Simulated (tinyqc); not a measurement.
Stretching all distances: RHF, UHF, MP2, CISD and CCSD against full CI in the sto-3g basis, for H2O, spin multiplicity 1. Computed by the program tinyqc with PySCF. 

Geometry (angstrom):

| atom | x | y | z |
|---|---|---|---|
| O | 0.0000 | 0.0000 | 0.0000 |
| H | 0.0000 | 0.7200 | 0.5980 |
| H | 0.0000 | -0.7200 | 0.5980 |

All coordinates are multiplied by the scale. c0^2 is the weight of the RHF determinant in the lowest singlet FCI state (UHF is spin-contaminated and may lie near states of higher spin) and n(LUMO) the first natural occupation beyond the occupied space.

Full CI energy (hartree) and errors against it (kcal/mol):

| scale | distance 1-2 (angstrom) | E(FCI) | RHF | UHF | MP2 | CISD | CCSD | <S^2> UHF | c0^2 | n(LUMO) |
|---|---|---|---|---|---|---|---|---|---|---|
| 0.970 | 0.908 | -74.99288 | 27.730 | 27.730 | 7.519 | 0.326 | 0.057 | 0.000 | 0.978 | 0.022 |
| 1.250 | 1.170 | -74.99720 | 52.948 | 52.948 | 16.568 | 1.702 | 0.190 | 0.000 | 0.937 | 0.064 |
| 1.530 | 1.432 | -74.90012 | 93.087 | 67.199 | 31.296 | 6.848 | 0.550 | 0.991 | 0.845 | 0.167 |
| 1.810 | 1.694 | -74.81510 | 148.759 | 37.267 | 50.354 | 19.196 | -0.191 | 1.637 | 0.689 | 0.351 |
| 2.090 | 1.956 | -74.76695 | 214.874 | 14.376 | 67.178 | 36.277 | -7.813 | 1.869 | 0.502 | 0.583 |

UHF parts from RHF first at scale 1.53 of those listed, where <S^2> leaves zero. The weight c0^2 goes from 0.98 to 0.50 and n(LUMO) from 0.02 to 0.58: static correlation grows as the bonds break into open-shell fragments. The spread of the error along the curve, which distorts its shape, is CCSD 8.4, CISD 36.0, UHF 52.8, MP2 59.7, RHF 187.1 kcal/mol. Below FCI somewhere: CCSD, as non-variational methods may be.
